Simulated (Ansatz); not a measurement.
**Rock-salt BaO: LA phonon frequency at X by level of theory**

No measured value is used here.

```
level (code)           value (cm⁻¹)  cell (Å³/atom)
---------------------  ------------  --------------
LDA (Ansatz)                      ?           20.06
PBE (Ansatz)                    110           21.65
LC-ωPBE (Ansatz)                130           21.10
PBE0 (Ansatz)                   122           21.15
Hartree–Fock (Ansatz)           127           22.38
```

Complete the blanks.


- LDA (Ansatz, a first-principles code), value (cm⁻¹): 132

Each level is taken at its own relaxed cell. Ansatz's density-functional and Hartree–Fock values are scalar-relativistic unless marked +SOC, with PAW data made under PBE.
